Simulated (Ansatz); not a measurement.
Ansatz (a program for electronic structure) input (CCSD(T)/def2-TZVPPD):
A basis named .json is the Basis Set Exchange file of that set.

Ansatz 0.2 input:
```yaml
crystal:
  periodic: [false, false, false]
  atoms:
    - {symbol: C, position_ang: [0.05100638, -0.58378700, -0.01181402]}
    - {symbol: C, position_ang: [0.04460873, 0.71726049, 0.01788006]}
    - {symbol: H, position_ang: [-0.87346485, -1.16381706, -0.05413951]}
    - {symbol: H, position_ang: [0.97198321, -1.16021184, 0.00382948]}
    - {symbol: H, position_ang: [-0.67220906, 1.52318793, 0.01391380]}
basis:
  gaussian:
    orbitals: def2-TZVPPD.json
total_charge: -1
magnetization: {spin_polarized: false}
correlation: {method: ccsd_t, electrons: outside_noble_gas}
```

End of the output:

```
integrals: 0.21 GiB planned
718 factors; integrals over basis functions are off by at most 9.0e-4 eV
mean field: 0.25 GiB planned
mean field evaluation 1: about -2104.1668 eV, gradient 1.7e1 eV
mean field evaluation 2: about -2104.1674 eV, gradient 1.7e1 eV
mean field evaluation 4: about -2105.2865 eV, gradient 3.0e0 eV
mean field evaluation 8: about -2105.3276 eV, gradient 4.8e-3 eV
mean field evaluation 16: about -2105.3261 eV, gradient 2.4e-1 eV
mean field -2105.32760023 eV, -77.3693622660 hartree, gradient 3.2e-6 eV, S^2 0.000000; 0 other end points of the search recorded, 0 dependent functions left out
2 core orbitals not correlated
reference -2105.32760023 eV, -77.3693622660 hartree; 6, 6 occupied and 117, 117 virtual orbitals, 718 factors
second order -9.42355954 eV of doubles, -0.00000000 eV of singles
coupled cluster: 0.42 GiB planned
cycle   1  -9.61657153 eV  change   -1.9e-1 eV  update   7.3e-2
cycle   2  -9.87637941 eV  change   -2.6e-1 eV  update   2.4e-2
cycle   3  -9.93476155 eV  change   -5.8e-2 eV  update   1.4e-2
cycle   4  -9.93403455 eV  change    7.3e-4 eV  update   5.7e-3
cycle   5  -9.93180888 eV  change    2.2e-3 eV  update   3.9e-3
cycle   6  -9.93249468 eV  change   -6.9e-4 eV  update   2.0e-3
cycle   7  -9.93220934 eV  change    2.9e-4 eV  update   1.1e-3
cycle   8  -9.93229390 eV  change   -8.5e-5 eV  update   5.1e-4
cycle   9  -9.93242431 eV  change   -1.3e-4 eV  update   1.7e-4
cycle  10  -9.93237134 eV  change    5.3e-5 eV  update   7.3e-5
cycle  11  -9.93240307 eV  change   -3.2e-5 eV  update   3.2e-5
cycle  12  -9.93240969 eV  change   -6.6e-6 eV  update   1.6e-5
cycle  13  -9.93241861 eV  change   -8.9e-6 eV  update   9.6e-6
perturbative correction -0.47731868 eV, -0.0175411380 hartree
Total energy: -2115.73733752 eV, -77.7519130554 hartree
```

This state (charge -1, singlet) is run at the relaxed geometry of the species with charge 0 and multiplicity 2.
